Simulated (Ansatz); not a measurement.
# CHBe (doublet): from Hartree-Fock to the top rungs at distance C1–H3 = 1.082 Å, 6-31G

How much of the correlation energy of CHBe (doublet) does each wave-function method recover here?

Method: 6-31G, core rule «outside noble gas», up to 2 orbitals frozen; program: Ansatz 0.2.0, Gaussian basis.

The runs, in order: UHF; CCSD(T) on ROHF; CCSD(T) on UHF; BCCD(T) on ROHF; CISD as a restricted active space (open shells left free, so some higher excitations enter); CCSDT(Q) on ROHF; CCSDT(Q) on UHF; CISDTQ; CCSDTQ on ROHF; CCSDTQ on UHF; CASSCF and MRCISD+Q, 3 electrons in 3 orbitals; CASSCF and NEVPT2, 3 electrons in 3 orbitals; Full CI; Full CI in the symmetry of the determinant.

33 further runs of the same task are left out: 14 for a known fault of the program, 15 that didn't finish, 4 set aside as unsound or not needed. Runs told in other sessions of the task aren't counted.

## (1) The geometry

The geometry derives from a PBE0/def2-TZVP stationary point (not a proven minimum). One bond is set to the value named and the two fragments are kept rigid.

3 atoms, charge 0, spin multiplicity 2.

Atoms are counted from 1 here; the program's logs count them from 0.

Bond lengths: C1–Be2 1.624 Å, C1–H3 1.082 Å. Angles: Be2–C1–H3 180.0°.

## (2) UHF

File in.yaml:

```yaml
crystal:
  periodic: [false, false, false]
  atoms:
    - {symbol: C, position_ang: [0.000000, 0.000000, 0.180833]}
    - {symbol: Be, position_ang: [0.000000, 0.000000, -1.443367]}
    - {symbol: H, position_ang: [0.000000, 0.000000, 1.262533]}
basis:
  gaussian: {orbitals: 6-31G}
magnetization: {spin_polarized: true, initial_magnetization: 1}
hamiltonian: {xc: hf}
output: {orbitals: {seedname: orbitals}}
```

On the command line:

```sh
> ansatz run in.yaml --threads 1 --pin off --events-out ev --progress --plain --max-ram 2393MiB
```

The runs that follow: CCSD(T) on ROHF; CCSD(T) on UHF; BCCD(T) on ROHF; CISD as a restricted active space (open shells left free, so some higher excitations enter); CCSDT(Q) on ROHF; CCSDT(Q) on UHF; CISDTQ; CCSDTQ on ROHF; CCSDTQ on UHF; CASSCF and MRCISD+Q, 3 electrons in 3 orbitals; CASSCF and NEVPT2, 3 electrons in 3 orbitals; Full CI; Full CI in the symmetry of the determinant.

**Question.** What will the summary of the whole plan be? Wanted: FCI from the RHF energy; UMP2 from FCI; UCCSD(T) from FCI; UCCSDT(Q) from FCI; NEVPT2 pair from FCI; MRCISD+Q pair from FCI; T1 diagnostic; effectively unpaired electrons.

The runs gave:

| quantity | value |
| --- | --- |
| FCI from the ROHF energy | -3.8890 eV |
| UMP2 from FCI | +35.0 kJ/mol |
| UCCSD(T) from FCI | -21.1 kJ/mol |
| UCCSDT(Q) from FCI | +0.1 kJ/mol |
| NEVPT2 pair from FCI | +49.8 kJ/mol |
| MRCISD+Q pair from FCI | +0.5 kJ/mol |
| levels within 1 kcal/mol (43 meV) | UCCSDT, UCCSDT(Q), UCCSDTQ, MRCISD+Q pair |
| T1 diagnostic | 0.038 |
| effectively unpaired electrons | 3.01 |

What this shows: UCCSD(T) misses by -21.1 kJ/mol, 5.6 % of the correlation energy. UCCSD, UCCSD(T) fall below full CI: unrestricted runs freeze a spin-polarised core, another one than full CI's, and coupled cluster isn't variational. With 3.0 effectively unpaired electrons against 1 the state is strongly multireference. Of the multireference levels listed MRCISD+Q pair comes nearest in total energy (+0.5 kJ/mol), which doesn't show that its space is the better one. The lowest state has another symmetry than the determinant, whose own symmetry lies 1.00 eV higher, so single-reference misses include that gap. Coupled cluster took another determinant than the lowest Hartree-Fock one. These misses are within one basis, not against nature; the frozen cores of restricted and unrestricted runs differ, which can shift their rows.

Levels on UHF freeze UHF's core orbitals, full CI those of ROHF, so the U rows can settle a little off it for that reason alone.

The restricted and unrestricted ladders end 0.99 eV apart at CCSDT(Q), which points to two states or an unsound top rung; rows of one don't measure the error of the other.

With open shells the CI space here admits some higher excitations, so it is larger than plain CISD.
